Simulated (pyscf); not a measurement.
Single points on ωB97X-D3(BJ)/def2-SVP structures (PySCF, gas phase).

For H₂Se + hydrogen (H₂) + germylene (GeH₂) [singlet] → H₂Se + germane (GeH₄), a multi-bond step (singlet surface; H–Se, H–H broken, H–Se, Ge–H, Ge–H formed), PBE/def2-TZVP gives ΔE‡ = 2.2 kcal/mol and ΔE = -43.8 kcal/mol (zero: the separated reactants). In which direction and how far do PBE0-D3(BJ)/def2-TZVP, M06-2X/def2-TZVP, ωB97M-D3(BJ)/def2-TZVP move these?

PBE0-D3(BJ): ΔE‡ = 6.0 kcal/mol, ΔE = -47.3 kcal/mol; M06-2X: ΔE‡ = 18.0 kcal/mol, ΔE = -42.3 kcal/mol; ωB97M-D3(BJ): ΔE‡ = 20.0 kcal/mol, ΔE = -43.1 kcal/mol. PBE's barrier lies under all of them, by 3.9 to 17.8 kcal/mol. Its reaction energy lies among theirs. Low barriers are usual for a GGA, whose delocalisation error favours stretched bonds. On the reactant side the descent ends in a bound adduct (not fully relaxed), 9.2 kcal/mol under the separated species and 25.6 kcal/mol under the saddle at ωB97X-D3(BJ)/def2-TZVP. At ωB97X-D3(BJ)/def2-TZVP the barrier from the zero used here is 16.4 kcal/mol. One saddle was located; it need not be the lowest between these sides. Elements up to Kr have no core potential and no relativistic terms here.
